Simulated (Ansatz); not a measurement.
Relaxation of H₆Si₂ (8 atoms, charge 0, multiplicity 1), to a largest force component of 0.02 eV/Å in at most 40 steps.

Theory: RKS BHLYP-D4/def2-SVP in Ansatz 0.2.0.

```xyz
8
Properties=species:S:1:pos:R:3
Si 0.000 0.000 0.000
Si 0.000 0.000 2.220
H -1.315 -0.407 2.707
H 1.010 -0.935 2.707
H 0.305 1.342 2.707
H 1.377 0.000 -0.486
H -0.688 1.191 -0.486
H -0.688 -1.191 -0.486
```

Q: Where does it end, and by what steps?

A: The forces met the threshold. The force dipped under the threshold on the way, but the program's further checks kept it going. After 8 steps the energy has fallen by 0.157 eV; H8 moved furthest, 0.22 Å.

```tsv
step	energy less start (eV)	largest force component (eV/Å)	accepted
0	0.0000	1.126	yes
1	-0.1418	0.266	yes
2	-0.1500	0.026	yes
3	-0.1541	0.009	yes
4	-0.1529	0.137	no
5	-0.1561	0.041	yes
6	-0.1565	0.024	yes
7	-0.1564	0.026	no
8	-0.1566	0.001	yes
```

```xyz
8
Properties=species:S:1:pos:R:3
Si 0.000 0.000 -0.062
Si 0.000 0.000 2.283
H -1.376 -0.214 2.794
H 0.873 -1.084 2.794
H 0.503 1.298 2.794
H 1.378 0.202 -0.573
H -0.864 1.092 -0.573
H -0.513 -1.294 -0.574
```

Run time: 8.2 s on 1 thread of Intel(R) Xeon(R) 6975P-C (Granite Rapids) (shared host), peak memory 0.14 GiB.
